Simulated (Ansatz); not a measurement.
C3H3NO can be A, `c1cocn1`, or B, `OC1=CC=N1`.

Calculated with Ansatz (gas phase, PBE0-D4/def2-TZVP geometries, no zero-point term in ΔE). CBS: MP2 limit from def2 TZ/QZ plus the TZ coupled-cluster correction, frozen cores. DFT in def2-TZVPP. B3LYP here is the variant with VWN-RPA as its local correlation; programs differ in this. One conformer a species, not always the lowest.

(1) Which is lower in electronic energy at CCSD(T)/CBS, and by how much? (An estimate is asked.)

(2) Give E(B) − E(A) in kJ/mol with BLYP-D4, B3LYP-D4, CCSD/def2-TZVPP, B3LYP, B2PLYP, CCSD(T)/def2-TZVPP, LDA (SPW92). (An estimate is asked.)

(3) Does the order hold for the free energy at 298.15 K (harmonic terms from PBE0-D4)? (An estimate is asked.)

Largest T1 diagnostic: 0.025.

## Answers

(1) Ansatz gave: A, by 271.0 kJ/mol.

(2) Computed: BLYP-D4 273.6, B3LYP-D4 281.0, CCSD/def2-TZVPP 275.2, B3LYP 278.6, B2PLYP 282.0, CCSD(T)/def2-TZVPP 273.7, LDA (SPW92) 286.2. None reverses the order clearly.

(3) Computed: Yes: G(B) − G(A) = +259.5 kJ/mol, for one conformer each.

Leaving LDA and LC-ωPBE aside and taking each functional with its dispersion term where it has one, the values, not all of them listed here, spread over 17.9 kJ/mol, from revPBE-D4 to BHLYP-D4. LDA lies +17.0 kJ/mol from PBE without D4. From PBE to PBE0 (25 % exact exchange), in def2-TZVPP and without D4, E(B) − E(A) moves by +8.7 kJ/mol.
